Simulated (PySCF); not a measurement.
Compound: isophthalonitrile radical anion, C8H4N2 (charge -1 and doublet state).
Cartesian coordinates in Å at the PBE0-D3(BJ)/def2-SVP level; atoms count from 1:
```
atom  x, y, z in Å
N1     3.7114    0.9388   -0.4422
C2     2.6053    0.5816   -0.3028
C3     1.2769    0.1312   -0.1317
C4     0.9779   -1.2767    0.0799
C5    -0.3494   -1.6595    0.2447
C6    -1.4057   -0.7548    0.2162
C7    -1.1124    0.6543    0.0049
C8    -2.1417    1.6214   -0.0319
N9    -3.0049    2.4115   -0.0590
C10    0.2204    1.0491   -0.1619
H11    1.7891   -2.0052    0.1066
H12   -0.5727   -2.7207    0.4045
H13   -2.4384   -1.0797    0.3489
H14    0.4429    2.1077   -0.3204
```

The species is isophthalonitrile radical anion, `N#Cc1cccc(C#N)c1` [SMILES of the parent framework; charge -1 and doublet state].

Level of theory: PySCF 2.14.0, UKS B3LYP, IGLO-III on C N, pcH-1 on H, non-relativistic, mean-field spin-orbit, GIAO. Whether the extra electron is bound in the gas phase wasn't checked; a finite basis holds it in any case. The SCF solution wasn't tested for stability. No frequencies were computed at this geometry's level, so the symmetric structure isn't shown to be a minimum.

Problem. The isotropic 1H couplings, averaged over equivalent nuclei, are -27.1, +5.9, +2.0 MHz. Assign them to H11/H13; H12; H14.

Solution. 
```json
{"site": "H11/H13", "a_iso (MHz)": "-27.1", "ρ(0) (bohr⁻³)": "-0.0061", "position": "1 bond from C4", "distance from C4 (Å)": "2.26", "bound to": "C4/C6", "spin population there": "+0.41", "largest |T| (MHz)": "15.4"}
{"site": "H12", "a_iso (MHz)": "+5.9", "ρ(0) (bohr⁻³)": "+0.0013", "position": "2 bonds from C6, on C5 of spin population -0.14", "distance from C4 (Å)": "2.14", "bound to": "C5", "spin population there": "-0.14", "largest |T| (MHz)": "3.6"}
{"site": "H14", "a_iso (MHz)": "+2.0", "ρ(0) (bohr⁻³)": "+0.0005", "position": "3 bonds from C6", "distance from C4 (Å)": "3.45", "bound to": "C10", "spin population there": "-0.07", "largest |T| (MHz)": "2.5"}
```

ρ(0) is the spin density at the nucleus and T the dipolar tensor; entries for several nuclei are means. Largest spin populations (Mulliken): C4 (+0.41), C6 (+0.41), C5 (-0.14) and C7 (+0.13). The positive populations add up to 1.32 and the negative ones to -0.32, together 2S = 1. Main spin sites, with 60 % or more of the largest population: C4, C6; positions count bonds from the nearest.

The spin density at the nucleus, in bohr⁻³, is negative for C5 (-0.0252), C10 (-0.0120) and C2/C8 (-0.0104), for instance. A restricted open-shell determinant has no negative spin density anywhere; here it arises because α and β orbitals differ (spin polarisation).

Hardware: one thread, Arm Neoverse V1, no GPU, on a shared host. Cost: 2.9 min wall.
